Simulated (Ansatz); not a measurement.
`CNC(O)F`. Total charge 0; spin multiplicity 1. Geometry: relaxed with PBE0-D4/def2-TZVP. It is one conformer, not always the lowest.

```xyz
11

C    -1.052    0.796    0.201
N     0.382    0.614    0.039
C     0.807   -0.667   -0.371
O     0.564   -1.625    0.596
F     0.138   -1.131   -1.488
H    -1.608    0.728   -0.740
H    -1.440    0.034    0.877
H    -1.236    1.772    0.651
H     0.789    1.325   -0.552
H     1.866   -0.618   -0.654
H     0.792   -1.228    1.442
```

**Question.** What is the dipole moment at B3LYP/def2-TZVPP? (Estimate.)

**Answer.** Ansatz gave: 2.75 D, with components (0.68, 2.42, 1.10) D in this frame, pointing from negative to positive charge.

**Question.** And with PBE, r2SCAN, ωB97M-V? (Best estimate.)

**Answer.** Ansatz gave: PBE 2.63 D, r2SCAN 2.70 D, ωB97M-V 2.74 D.

**Question.** Give the Mulliken charges with B3LYP, PBE, ωB97M-V in def2-TZVPP. (An estimate is asked.)

**Answer.** Computed: 
```csv
atom,B3LYP,PBE,ωB97M-V
C1,-0.20,-0.20,-0.25
N2,-0.27,-0.23,-0.25
C3,0.31,0.22,0.28
O4,-0.31,-0.27,-0.29
F5,-0.24,-0.19,-0.22
H6,0.11,0.10,0.13
H7,0.10,0.09,0.12
H8,0.10,0.10,0.12
H9,0.13,0.14,0.10
H10,0.08,0.06,0.09
H11,0.19,0.19,0.18
```

B3LYP here is the variant with VWN-RPA as its local correlation; programs differ in this.
